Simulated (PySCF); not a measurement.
Gas-phase reaction: SiF4 + 3 Si(OH)4 → 4 SiF(OH)3

Energies from PySCF, thermal terms from the rigid-rotor harmonic-oscillator model, ideal gas at 1 bar. † marks an energy on the PBE0/def2-TZVP geometry and frequencies; other levels use their own. 6-31G* has spherical d functions here. All species are closed-shell singlets. B3LYP is the form with VWN-RPA correlation. SiF(OH)3: computed as isolated molecules; such fragments, hydroxides, amides, oligomers or adducts are transient or little studied in the gas. Warning, point group unlike the PBE0 one: SiF(OH)3 (B3LYP/6-31G*).

B3LYP/6-31G* gives ΔH°(298 K) = -11 kJ.

Question: What do HF/def2-TZVP†, PBE0/def2-TZVP, ωB97M-V/def2-TZVP† give?

Answer: HF/def2-TZVP†: -20 kJ; PBE0/def2-TZVP: -16 kJ; ωB97M-V/def2-TZVP†: -15 kJ. For scale, ΔH°(298 K) is -11 kJ at this level, -15 kJ at ωB97M-V/def2-TZVP†, and runs from -73 to -10 kJ over the 20 levels computed († marks an energy on the PBE0/def2-TZVP geometry).
